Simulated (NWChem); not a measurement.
**AlH3 (SMILES [AlH3]): levels of theory compared**

Wanted: a comparison of 6 runs (HF/3-21G, B3LYP/6-31G*, B3LYP/def2-TZVPPD, M06-2X/def2-TZVPPD, PBE/def2-TZVPPD, SVWN5/def2-TZVPPD) of AlH3. 

The calculation is run with NWChem 7.3.0.

**1. The system as given**

AlH3: 4 atoms, total charge 0, spin state singlet. As SMILES, `[AlH3]`. The shape is that of a PBE0-D4/def2-TZVP optimisation.

Bond lengths: Al1–H2 1.586 Å, Al1–H3 1.586 Å, Al1–H4 1.586 Å. Angles: H2–Al1–H3 120.0°, H2–Al1–H4 120.0°, H3–Al1–H4 120.0°.

**2. Energy and gradient at HF/3-21G (run 1)**

alh3.xyz

```xyz
4

Al     0.013700    -0.014800    -0.005100
H      0.633200     0.670900     1.283600
H     -1.340800    -0.832000     0.105100
H      0.749400     0.115700    -1.403900
```

alh3.nw

```
start alh3
memory 2200 mb
geometry units angstrom noautosym nocenter noautoz
 load format xyz alh3.xyz
end
basis "ao basis" spherical bse
 * library 3-21G
end
scf
 thresh 1e-08
 maxiter 80
 noprint "final vectors analysis"
end
task scf gradient
```

Launch:

```console
$ nwchem alh3.nw > alh3.out
```

The program printed:

```text
[...]
  functions       =    19
[...]
  wavefunction    = RHF
[...]
         Total SCF energy =   -242.283958266173
      One-electron energy =   -364.005321074272
      Two-electron energy =    108.129171008624
 Nuclear repulsion energy =     13.592191799475
        Time for solution =      0.1s
[...]
                         RHF ENERGY GRADIENTS
    atom               coordinates                        gradient
                 x          y          z           x          y          z
   1 Al      0.025889  -0.027968  -0.009638   -0.000036   0.000029   0.000011
   2 H       1.196574   1.267817   2.425652   -0.001555  -0.001743  -0.003251
   3 H      -2.533745  -1.572252   0.198610    0.003433   0.002054  -0.000278
   4 H       1.416161   0.218641  -2.652986   -0.001841  -0.000341   0.003517
[...]
```

Run time: 0.82 s. Hardware: 1 thread of AMD EPYC 7R43 (Zen 3), shared host; peak memory 0.096 GiB.

**3. Energy and forces at B3LYP/6-31G(d) (Cartesian functions) (run 2)**

sp.xyz

```xyz
4

Al     0.013700    -0.014800    -0.005100
H      0.633200     0.670900     1.283600
H     -1.340800    -0.832000     0.105100
H      0.749400     0.115700    -1.403900
```

sp.nw

```
start sp
memory total 2200 mb
geometry noautosym nocenter noautoz
   load sp.xyz
end
basis
   Al library 6-31G*
   H library 6-31G*
end
dft
   xc b3lyp
   grid xfine
   convergence energy 1e-08
   iterations 100
   mulliken
   print medium
end
task dft gradient
```

Launch:

```console
$ nwchem sp.nw > sp.out
```

The program printed:

```text
[...]
          Wavefunction type:  closed shell.
          No. of atoms     :     4
          No. of electrons :    16
[...]
          Charge           :     0
          Spin multiplicity:     1
[...]
          AO basis - number of functions:    25
[...]
              XC Information
              --------------
                         B3LYP Method XC Potential
                     Hartree-Fock (Exact) Exchange  0.200
                        Slater Exchange Functional  0.800 local
                    Becke 1988 Exchange Functional  0.720 non-local
              Lee-Yang-Parr Correlation Functional  0.810
                  VWN I RPA Correlation Functional  0.190 local
[...]
 d= 0,ls=0.0,diis     1   -244.1955918828 -2.58D+02  1.68D-02  6.79D-02     0.6
[...]
 d= 0,ls=0.0,diis     6   -244.2046504233 -2.37D-09  5.65D-07  1.26D-10     2.5
         Total DFT energy =     -244.204650423341
      One electron energy =     -365.599225427787
           Coulomb energy =      127.551857956141
    Exchange-Corr. energy =      -19.749474751170
 Nuclear repulsion energy =       13.592191799475
[...]
      Total Density - Mulliken Population Analysis
     ---------------------------------------------
    Atom       Charge   Shell Charges
 -----------   ------   -------------------------------------------------------
    1 Al  13    12.68   2.00  1.99  5.96  1.00  1.20  0.22  0.24  0.06
    2 H    1     1.11   0.49  0.62
    3 H    1     1.11   0.49  0.62
    4 H    1     1.11   0.49  0.62
[...]
  wavefunction    = closed shell
                         DFT ENERGY GRADIENTS
    atom               coordinates                        gradient
                 x          y          z           x          y          z
   1 Al      0.025889  -0.027968  -0.009638   -0.000034   0.000028   0.000011
   2 H       1.196574   1.267817   2.425652   -0.000345  -0.000401  -0.000732
   3 H      -2.533745  -1.572252   0.198610    0.000784   0.000457  -0.000063
   4 H       1.416161   0.218641  -2.652986   -0.000405  -0.000084   0.000784
[...]
```

Wall time 3.9 s (1 thread of AMD EPYC 7R43 (Zen 3), shared host); peak memory 0.12 GiB.

Runs 3 to 5 aren't shown in full; the table further down has their settings and results.

**4. Energy and gradient at SVWN5/def2-TZVPPD (run 6)**

run.py

```python
from ase import Atoms
from ase.calculators.nwchem import NWChem

molecule = Atoms(['Al', 'H', 'H', 'H'], positions=[
    [0.013700, -0.014800, -0.005100],
    [0.633200, 0.670900, 1.283600],
    [-1.340800, -0.832000, 0.105100],
    [0.749400, 0.115700, -1.403900],
])

calc = NWChem(
    label='alh3',
    theory='dft',
    memory='2200 mb',
    basis='def2-TZVPPD',
    basispar='spherical bse',
    dft={'xc': 'slater vwn_5', 'mult': '1', 'grid': 'fine', 'convergence': 'energy 1e-08', 'iterations': '100', 'mulliken': None},
)
molecule.calc = calc

forces = molecule.get_forces()
print(f"energy = {molecule.get_potential_energy():.6f} eV")
print("forces (eV/A):")
for s, f in zip(molecule.symbols, forces):
    print(f"{s:2s} {f[0]:10.5f} {f[1]:10.5f} {f[2]:10.5f}")
print("dipole (e A):", molecule.get_dipole_moment().round(4))
```

Launch:

```console
$ export ASE_NWCHEM_COMMAND="nwchem PREFIX.nwi > PREFIX.nwo"
$ python run.py
```

The program printed:

```text
energy = -6615.233947 eV
forces (eV/A):
Al    0.00165   -0.00123   -0.00051
H     0.03409    0.03862    0.07153
H    -0.07595   -0.04510    0.00612
H     0.04021    0.00771   -0.07713
dipole (e A): [-0.0002  0.0003 -0.    ]
```

The calculator wrote alh3.nwi:

```
title "alh3"

permanent_dir alh3

scratch_dir alh3

start alh3

geometry units angstrom nocenter noautosym noautoz
  Al 1.3700000000000000e-02 -1.4800000000000001e-02 -5.1000000000000004e-03
  H  6.3319999999999999e-01 6.7090000000000005e-01 1.2836000000000001e+00
  H  -1.3408000000000000e+00 -8.3199999999999996e-01 1.0510000000000000e-01
  H  7.4939999999999996e-01 1.1570000000000000e-01 -1.4038999999999999e+00
end

memory 2200 mb

basis spherical bse noprint
   * library def2-TZVPPD
end

dft
  xc slater vwn_5
  mult 1
  grid fine
  convergence energy 1e-08
  iterations 100
  mulliken
end

task dft gradient
```

alh3.nwo:

```text
Northwest Computational Chemistry Package (NWChem) 7.3.0
             --------------------------------------------------------

           Job information
           ---------------

    nwchem branch   = 7.3.0
    use scalapack   = T
    input           = alh3.nwi
    prefix          = alh3.
    data base       = alh3/alh3.db
    status          = startup
    nproc           =        1

           Memory information
           ------------------

    heap     =     72089598 doubles =      550.0 Mbytes
    stack    =     72089595 doubles =      550.0 Mbytes
    global   =    144179200 doubles =     1100.0 Mbytes (distinct from heap & stack)
    total    =    288358393 doubles =     2200.0 Mbytes
    verify   = yes
    hardfail = no

[... 90 lines left out ...]
  convergence criterion.
[... 35 lines left out ...]
          Spatial weights used:  Erf1
[... 68 lines left out ...]
         Total DFT energy =     -243.105365557733
[... 3 lines left out ...]
 Nuclear repulsion energy =       13.592191799475
[... 775 lines left out ...]
          Convergence on gradient requested:  5.00D-04
[... 22 lines left out ...]
          total energy or number of iterations.
[... 26 lines left out ...]
                         DFT ENERGY GRADIENTS

    atom               coordinates                        gradient
                 x          y          z           x          y          z
   1 Al      0.025889  -0.027968  -0.009638   -0.000032   0.000024   0.000010
   2 H       1.196574   1.267817   2.425652   -0.000663  -0.000751  -0.001391
   3 H      -2.533745  -1.572252   0.198610    0.001477   0.000877  -0.000119
   4 H       1.416161   0.218641  -2.652986   -0.000782  -0.000150   0.001500

                 ----------------------------------------
                 |  Time  |  1-e(secs)   |  2-e(secs)   |
                 ----------------------------------------
                 |  CPU   |       0.01   |       2.28   |
                 ----------------------------------------
                 |  WALL  |       0.01   |       2.28   |
                 ----------------------------------------

 Task  times  cpu:        7.4s     wall:        7.4s
 Total times  cpu:        7.4s     wall:        7.4s
```

It took 8.7 s on 1 thread of AMD EPYC 7R43 (Zen 3), shared host; peak memory 0.12 GiB.

**5. Overview of the runs**

```
run                               level  Cartesian functions  iteration cap  energy (Eh)  dipole moment (D)  largest force (eV/Å)  wall time
  1                            HF/3-21G                   no             80  -242.283958               0.00                 0.206     0.82 s
  2  B3LYP/6-31G* (Cartesian functions)                  yes            100  -244.204650               0.00                 0.047      3.9 s
  3                   B3LYP/def2-TZVPPD                   no            100  -244.233201               0.00                 0.094       11 s
  4                  M06-2X/def2-TZVPPD                   no            100  -244.170738               0.00                 0.195       14 s
  5                     PBE/def2-TZVPPD                   no            100  -244.051168               0.00                 0.115       10 s
  6                   SVWN5/def2-TZVPPD                   no            100  -243.105366               0.00                 0.089      8.7 s
```

**6. Results**

| quantity | value |
| --- | --- |
| run 6: total energy | -243.10537 Eh |
| run 6: dipole moment | 0.00 D |
| run 6: HOMO energy | -7.32 eV |
| run 6: LUMO energy | -2.77 eV |
| run 6: HOMO–LUMO gap | 4.55 eV |
| run 6: largest force on an atom | 0.089 eV/Å |

Over runs 2, 3, 4, 6 the HOMO–LUMO gap runs from 4.55 eV (SVWN5/def2-TZVPPD) to 8.52 eV (M06-2X/def2-TZVPPD). Totals of different functionals can't be ranked against each other. All runs together took 49 s, the longest 14 s.
